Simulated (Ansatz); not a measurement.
## How far each method lies from UCCSDT(Q) for Ge–B–PH, quartet

Geometry: a PBE0/def2-TZVP stationary point for this spin, not checked as a minimum.

```json
{"atom": "Ge", "x (Å)": "0.0000", "y (Å)": "-0.3114", "z (Å)": "2.4685"}
{"atom": "B", "x (Å)": "0.0000", "y (Å)": "-0.2886", "z (Å)": "0.5103"}
{"atom": "P", "x (Å)": "0.0000", "y (Å)": "-0.4075", "z (Å)": "-1.3979"}
{"atom": "H", "x (Å)": "0.0000", "y (Å)": "1.0075", "z (Å)": "-1.5809"}
```

Basis cc-pVDZ; Ansatz 0.2.0. Correlated methods freeze the noble-gas cores and the filled d shells of p-block atoms, which leaves 13 electrons in 44 orbitals. R marks a restricted (for open shells ROHF) determinant, U an unrestricted one. No spin–orbit coupling is included, and no scalar relativity.

Full CI isn't at hand for all of this; UCCSDT(Q) serves as the reference, and is uncertain by about the last step of the cluster series.

The UHF ⟨S²⟩ is 3.780. The T1 diagnostic (RCCSD) is 0.0223 and the largest doubles amplitude (RCCSD) is 0.086. The T1 diagnostic (UCCSD) is 0.0197.

Problem. From what is known of these methods and the diagnostics, rank them by the size of their error in total energy against UCCSDT(Q) in cc-pVDZ, smallest first (an estimate: the text doesn't fix the numbers).
A. UCCSD(T)
B. UMP2
C. UCCSDT
D. UCCSD
E. UHF

Solution. C (0.48 kcal/mol), A (1.68 kcal/mol), D (8.19 kcal/mol), B (35.71 kcal/mol), E (171.28 kcal/mol).

All errors are against UCCSDT(Q) in cc-pVDZ. Within each family the higher level lies nearer, as is usual though not guaranteed.
